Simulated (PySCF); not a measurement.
How the method changes the constants of NaF⁺

State: ²Π (doublet), unpaired electrons π ↑. Set-up: basis Na def2-SVP, F def2-SVP; no relativity; PySCF 2.14. De refers to Na⁺ + F in their high-spin ground configurations, without counterpoise correction. The functionals are run spin-unrestricted. A positive dipole points towards F; it is taken about the centre of mass and depends on that origin.

```
      Level  Re (Å)  ωe (cm⁻¹)  De (eV)  μ (D)  CPU s a point (SCF and correlation, without the integrals)
        UHF   2.480        139    0.189  -5.11                                                       0.035
    UHF-MP2   2.473        149    0.238    n/a                                                       0.058
UHF-SCS-MP2   2.474        148    0.237    n/a                                                         n/a
   UHF-CCSD   2.471        150    0.240    n/a                                                         n/a
UHF-CCSD(T)   2.470        150    0.245    n/a                                                         1.3
        PBE   2.432        162    0.342  -4.81                                                         0.3
     r²SCAN   2.429        161    0.281  -4.89                                                        0.41
       PBE0   2.431        157    0.283  -4.89                                                        0.47
      B97-3   2.470        141    0.242  -4.99                                                        0.24
       MN15   2.466        156    0.276  -4.98                                                        0.44
     B2PLYP   2.415        164    0.286  -4.89                                                        0.26
```

The bond length runs from 2.415 Å (B2PLYP) to 2.480 Å (UHF). De spans 0.19 eV (UHF, mean field) to 0.34 eV (PBE, GGA). Correlation at CCSD(T) changes the Hartree–Fock bond energy by +0.05 eV; the triples alone change it by +0.00 eV.

Correlated steps freeze 2 core orbitals. The bond is weak. Basis-set superposition, not corrected here, can be much of De in a small basis, most of all at correlated wavefunction levels. For an ion De counts to the pair picked by the measured ionisation energies or electron affinities, which need not be the lowest pair at this level. B2PLYP dipoles, levels and charges come from its SCF part alone. The state was picked by a PBE0 search and need not be the measured ground state.

The whole job (state search and all levels along the bond) took about 0.77 min on 1 thread of Arm Neoverse N1 (shared host), peak memory 0.35 GiB.
